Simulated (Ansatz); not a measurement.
A run of Ansatz (development build ahead of 0.2.0) on triplet C₄H₅N at this shape:

```yaml
atoms:
  - { symbol: N, position_ang: [1.1081, 0.1333, -0.0314] }
  - { symbol: C, position_ang: [0.2079, 0.7947, -0.8099] }
  - { symbol: C, position_ang: [-1.0399, 0.3553, -0.4841] }
  - { symbol: C, position_ang: [-0.8833, -0.6223, 0.5446] }
  - { symbol: C, position_ang: [0.4520, -0.7288, 0.7934] }
  - { symbol: H, position_ang: [2.0959, 0.2607, -0.0607] }
  - { symbol: H, position_ang: [0.5249, 1.5264, -1.5352] }
  - { symbol: H, position_ang: [-1.9651, 0.6896, -0.9263] }
  - { symbol: H, position_ang: [-1.6661, -1.1768, 1.0376] }
  - { symbol: H, position_ang: [0.9859, -1.3508, 1.4933] }
```

Its results:

```yaml
Converged: yes
Total_energy: -208.52208 hartree
Spin_squared_of_the_determinant: 2.222
Stability_test: minimum
```

Forces (eV/Å):
```
atom      Fx      Fy      Fz
  N1   3.670   0.498  -0.135
  C2   5.939   4.085  -3.615
  C3  -7.236  -3.695   3.077
  C4  -2.420   0.882  -1.166
  C5   0.507  -1.603   1.713
  H6  -0.227  -0.024   0.001
  H7  -0.091  -0.062   0.055
  H8  -0.018  -0.075   0.075
  H9  -0.040   0.027  -0.032
 H10  -0.084  -0.035   0.027
```

Task: Which input gives this output? Name the method, the orbitals and the basis set, and write the input.

Result: UHF in def2-SVP.

```yaml
crystal:
  periodic: [false, false, false]
  atoms:
    - { symbol: "N", position_ang: [1.10812, 0.13326, -0.03136] }
    - { symbol: C, position_ang: [0.20793, 0.79466, -0.80987] }
    - { symbol: C, position_ang: [-1.0399, 0.35526, -0.48406] }
    - { symbol: C, position_ang: [-0.88329, -0.62226, 0.54461] }
    - { symbol: C, position_ang: [0.45201, -0.72876, 0.79345] }
    - { symbol: H, position_ang: [2.09589, 0.26068, -0.06071] }
    - { symbol: H, position_ang: [0.52493, 1.52637, -1.53515] }
    - { symbol: H, position_ang: [-1.96509, 0.68957, -0.92625] }
    - { symbol: H, position_ang: [-1.66608, -1.17683, 1.03758] }
    - { symbol: H, position_ang: [0.98593, -1.35084, 1.4933] }
basis:
  gaussian: { orbitals: def2-SVP }
magnetization:
  spin_polarized: true
  initial_magnetization: 2
hamiltonian:
  xc: hf
output:
  forces: true
```

Caution: the unrestricted determinant is spin contaminated; the determinant breaks the point group.
